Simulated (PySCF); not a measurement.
Gas-phase reaction: 2 AlCl3.NH3 + AlCl + N → 3 AlCl2NH2 + Cl

Method: PySCF energies (xtb for GFN2) plus ideal-gas RRHO corrections (1 bar). † marks an energy on the PBE0/def2-TZVP geometry and frequencies; other levels use their own. MP2 and CCSD(T) freeze the core. 6-31G* has spherical d functions here. Open shells (unrestricted): N (multiplicity 4), Cl (multiplicity 2, electronic degeneracy 6); the rest are closed-shell singlets. GFN2 has no spin-polarisation term. Spin-orbit splitting is ignored; it lowers the true energy and changes the entropy of Cl. Adducts (AlCl3.NH3) have no counterpoise correction, and HF, PBE, BLYP, B3LYP and PBE0 lack dispersion. AlCl2NH2: computed as isolated molecules; such fragments, hydroxides, amides, oligomers or adducts are transient or little studied in the gas. MP2 isn't extrapolated to the basis-set limit; its ΔH°(298 K) is -141.4 kJ in def2-SVP and -194.6 kJ in def2-TZVPP. CCSD(T) isn't extrapolated to the basis-set limit. The harmonic model lacks anharmonicity and excited electronic states, which grow with temperature; levels with a mode under 35 cm⁻¹ are left out. Soft modes under 120 cm⁻¹ make the harmonic entropy rough for AlCl3.NH3.

ΔH° and ΔS° at 298 K: CCSD(T)/def2-SVP† -111 kJ, 11 J/K; GFN2-xTB -722 kJ, 3 J/K; HF/6-31G* 50 kJ, 9 J/K; HF/def2-TZVP† -17 kJ, 11 J/K; MP2/def2-SVP† -141 kJ, 11 J/K; ωB97X-V/def2-TZVP† -202 kJ, 11 J/K.

Question: With the heat capacities included, give log10 K (1 bar) at 600, 1000, 1200, 1400, 2000 K from CCSD(T)/def2-SVP†, GFN2-xTB, HF/6-31G*, HF/def2-TZVP†, MP2/def2-SVP†, ωB97X-V/def2-TZVP†.

Answer: 
```
T (K)  CCSD(T)/def2-SVP†  GFN2-xTB  HF/6-31G*  HF/def2-TZVP†  MP2/def2-SVP†  ωB97X-V/def2-TZVP†
-----  -----------------  --------  ---------  -------------  -------------  ------------------
600                 10.3      63.0       -3.9            2.1           12.9                18.2
1000                 6.5      37.9       -2.1            1.6            8.1                11.2
1200                 5.5      31.6       -1.6            1.4            6.9                 9.5
1400                 4.9      27.1       -1.3            1.3            6.0                 8.2
2000                 3.6      19.0       -0.7            1.2            4.4                 6.0
```
